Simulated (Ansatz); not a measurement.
Input file:

```yaml
crystal:
  periodic: [false, false, false]
  atoms:
    - {symbol: B, position_ang: [0.000000, 0.084416, 0.783587]}
    - {symbol: C, position_ang: [0.000000, -0.120961, -0.584032]}
    - {symbol: H, position_ang: [0.000000, 0.535945, -1.445249]}
basis:
  gaussian: {orbitals: def2-SVP}
total_charge: 1
magnetization: {spin_polarized: true, initial_magnetization: 1}
correlation: {method: bccd, electrons: all}
output: {forces: true}
```

```sh
$ ansatz run in.yaml --threads 1 --pin off --events-out ev --progress --plain --max-ram 2393MiB
```

The program prints:

```
345 factors; integrals over basis functions are off by at most 9.2e-4 eV
mean field evaluation 1: about -1695.5032 eV, gradient 2.5e1 eV
mean field evaluation 2: about -1695.5061 eV, gradient 2.5e1 eV
mean field evaluation 4: about -1700.1215 eV, gradient 2.2e0 eV
mean field evaluation 8: about -1700.3012 eV, gradient 4.4e-1 eV
mean field evaluation 16: about -1700.3215 eV, gradient 1.6e-2 eV
mean field evaluation 32: about -1702.9684 eV, gradient 1.2e0 eV
mean field evaluation 64: about -1700.3212 eV, gradient 8.0e-2 eV
mean field evaluation 96: about -1702.6154 eV, gradient 8.7e-7 eV
mean field evaluation 128: about -1702.4614 eV, gradient 6.9e-1 eV
mean field evaluation 160: about -1702.6137 eV, gradient 2.2e-1 eV
...
cycle  11  -3.72623223 eV  change   -3.4e-5 eV  update   4.1e-5
cycle  12  -3.72629387 eV  change   -6.2e-5 eV  update   3.6e-5
cycle  13  -3.72635828 eV  change   -6.4e-5 eV  update   2.6e-5
cycle  14  -3.72639432 eV  change   -3.6e-5 eV  update   1.4e-5
cycle  15  -3.72640056 eV  change   -6.2e-6 eV  update   7.1e-6
cycle  16  -3.72640156 eV  change   -1.0e-6 eV  update   5.1e-6
cycle  17  -3.72640105 eV  change    5.2e-7 eV  update   3.8e-6
cycle  18  -3.72640045 eV  change    5.9e-7 eV  update   2.7e-6
cycle  19  -3.72640097 eV  change   -5.2e-7 eV  update   1.7e-6
cycle  20  -3.72639992 eV  change    1.1e-6 eV  update   1.0e-6
WARN: the results are in doubt because among natural orbitals the method converges to other amplitudes
the calculation of the forces begins
Total energy: -1706.71183724 eV, -62.7205031676 hartree
Atom 0 at     0.000000     0.084416     0.783587 Å, force    -0.000000     0.049686     3.972561 eV/Å
Atom 1 at     0.000000    -0.120961    -0.584032 Å, force     0.000000     0.141332    -3.084439 eV/Å
Atom 2 at     0.000000     0.535945    -1.445249 Å, force     0.000000    -0.191019    -0.888122 eV/Å
Dipole moment:    -0.000000     0.083527     0.172955 e Å
In doubt: among natural orbitals the method converges to other amplitudes
```

Forces (eV/Å):
```
B    0.000  0.050  3.973
C    0.000  0.141 -3.084
H    0.000 -0.191 -0.888
```

Ran on 1 thread of Arm Neoverse V1, shared host: 7 s wall, 0.13 GiB peak host memory.
